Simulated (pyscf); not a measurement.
HO–Ga [singlet] + HF → HO–GaH–F, an insertion (singlet surface; F–H broken, F–Ga, Ga–H formed). Optimised with ωB97X-D3(BJ)/def2-SVP in PySCF. Correlated levels are frozen-core, on RHF or UHF. ΔMP2 is the change of the MP2 total energy from the triple- to the quadruple-zeta basis. Energies in eV from the separated reactants.

AM1 to PM7: differences of heats of formation from MOPAC, which are fitted to 298 K values and so differ in kind from electronic energies by zero-point and thermal terms. 

Problem. In single points AM1 puts the saddle at 3.27 eV and the reaction energy at +2.06 eV. Should these be trusted to within a few kcal/mol? Compare with CCSD(T)/def2-TZVPP + ΔMP2(QZVPP).

Solution. CCSD(T)/def2-TZVPP + ΔMP2(QZVPP) gives ΔE‡ = 1.45 eV and ΔE = -1.04 eV. AM1 lies 1.83 eV over it in the barrier and 3.09 eV over it in the reaction energy, so on this step it does not hold to within 0.13 eV. CCSD(T)/def2-TZVPP + ΔMP2(QZVPP) has limits of its own. On the product side the descent ends in a point that may be a rotor saddle (no frequency run), 0.07 eV over the lowest minimum found and 2.47 eV under the saddle at ωB97X-D3(BJ)/def2-TZVP. At ωB97X-D3(BJ)/def2-TZVP the barrier from the zero used here is 1.32 eV. This is the saddle that the search found; another between the same sides may lie lower. The CCSD(T) − MP2 part came from Ansatz, without density fitting, on the same reference. The frozen core leaves the outer d or s,p core shells of the metals and heavy elements correlated in the MP2 and CC values, and def2-TZVPP describes them poorly, which can shift differences by a few kcal/mol. In the def2 sets elements up to Kr have no core potential.
